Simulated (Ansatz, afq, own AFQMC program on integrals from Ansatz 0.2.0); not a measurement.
SiH₂, singlet in cc-pVDZ, levels against full CI

```yaml
atoms:
  - { symbol: Si, position_ang: [0.0000, -0.0715, 0.0000] }
  - { symbol: H, position_ang: [0.0000, 0.9958, -1.0900] }
  - { symbol: H, position_ang: [0.0000, 0.9958, 1.0900] }
```

Basis cc-pVDZ. Only valence electrons are correlated. Ansatz 0.2.0 and our own AFQMC program on the same integrals; the CISD trial comes from CCSD amplitudes, and released means the phaseless constraint is let go. Free AFQMC starts from the CCSD state and is never constrained. Its projection time is finite, and what remains of the start isn't in its error. Uncertainties: one standard error, sampling alone.

Determinant: UHF, the one that the program's search chose, which needn't be the lowest solution. The geometry is a point of a scan.

Full CI on the same integrals is exact in this basis and with this determinant's frozen core.

Cautions: higher spins were not checked; an unrestricted solution with more broken spin lies lower (90 meV, ⟨S²⟩ 0.38), while this determinant keeps restricted orbitals.

```
T1 diagnostic                               : 0.0137
weight of the determinant in the CISD state : 0.911
⟨S²⟩ of the determinant                     : 0.000
size of the correlated space                : 6 electrons in 23 orbitals
```

| level | correlation energy (eV) |
| --- | --- |
| MP2 | -2.4039 |
| CCSD | -3.1795 |
| CCSD(T) | -3.2406 |

(1) Estimate where phaseless AFQMC with the Hartree–Fock trial lies against CCSD(T) on the same integrals.

(1) 9.6 ± 1.8 kJ/mol below CCSD(T).

Reference: full CI, correlation energy -3.260 eV. The released energy is read at 2.40 1/Eh (meV from the phaseless value at times in 1/Eh: -1.5 ± 1.5 at 0.24, -2.1 ± 1.1 at 0.51, -4.1 ± 0.9 at 0.99, -2.7 ± 1.4 at 1.62, -3.5 ± 1.0 at 2.40).

```json
{"level": "CCSD(T)", "E − E(reference) (kJ/mol)": "1.9", "share of correlation (%)": "99.40"}
{"level": "CCSDT", "E − E(reference) (kJ/mol)": "0.3", "share of correlation (%)": "99.90"}
{"level": "CCSDT(Q)", "E − E(reference) (kJ/mol)": "0.1", "share of correlation (%)": "99.98"}
{"level": "CCSDTQ", "E − E(reference) (kJ/mol)": "0.0", "share of correlation (%)": "100.00"}
{"level": "ph-AFQMC/HF", "E − E(reference) (kJ/mol)": "-7.8 ± 1.8", "share of correlation (%)": "102.46"}
{"level": "ph-AFQMC/CISD", "E − E(reference) (kJ/mol)": "0.5 ± 0.2", "share of correlation (%)": "99.85"}
{"level": "released AFQMC", "E − E(reference) (kJ/mol)": "0.1 ± 0.1", "share of correlation (%)": "99.96"}
{"level": "free AFQMC", "E − E(reference) (kJ/mol)": "-0.1 ± 0.1", "share of correlation (%)": "100.02"}
```

CCSDT and higher add their correlation energy to the determinant of the CCSD(T) run, since their own runs factorise the integrals more tightly (a shift of under 2 meV). Free projections are given only where their last times agree within the noise and don't stop above the reference; a slow remainder of the start can still hide under it. A walk keeps the symmetry of its determinant, which the program's search chose and which needn't be the lowest solution, so a lower state of the same spin and another symmetry isn't excluded. Released energies are given only where the last usable release times agree within the noise; a slower fall can still hide under it.
